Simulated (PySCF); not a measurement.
Gas-phase reaction: CCl4 + C = C2Cl4

Energies from PySCF, thermal terms from the rigid-rotor harmonic-oscillator model, ideal gas at 1 bar. 'Table' is the NASA 1993 thermochemical table (part measured, part estimated). † marks an energy on the PBE0/def2-TZVP geometry and frequencies; other levels use their own. MP2 and CCSD(T) freeze the core. Open shells (unrestricted): C (multiplicity 3, electronic degeneracy 9); the rest are closed-shell singlets. Spin-orbit splitting is ignored; it lowers the true energy and changes the entropy of C. MP2 isn't extrapolated to the basis-set limit; its ΔH°(298 K) is -648.9 kJ in def2-SVP and -656.5 kJ in def2-TZVPP. CCSD(T) isn't extrapolated to the basis-set limit; its ΔH°(298 K) is -621.1 kJ in def2-SVP and -621.9 kJ in def2-TZVPP. The harmonic model lacks anharmonicity and excited electronic states, which grow with temperature; levels with a mode under 35 cm⁻¹ are left out. Soft modes under 120 cm⁻¹ make the harmonic entropy rough for C2Cl4. The table's entry may be an old estimate for C2Cl4 (not checked at source).

```tsv
level	ΔH°(298 K), kJ	minus table	ΔG°(1600 K), kJ
table	-633.0	-	-423.3
BLYP/def2-TZVP†	-647.2	-14.2	-436.2
CCSD(T)/def2-SVP†	-621.1	11.9	-410.1
CCSD(T)/def2-TZVPP†	-621.9	11.1	-410.9
M06-2X/def2-TZVP†	-650.1	-17.1	-439.2
MP2/def2-SVP†	-648.9	-15.9	-437.9
PBE/def2-SVP	-699.3	-66.3	-490.2
PBE/def2-TZVP†	-689.3	-56.3	-478.3
PBE0/def2-QZVP†	-666.1	-33.1	-455.1
r2SCAN/def2-TZVP†	-656.2	-23.2	-445.2
```
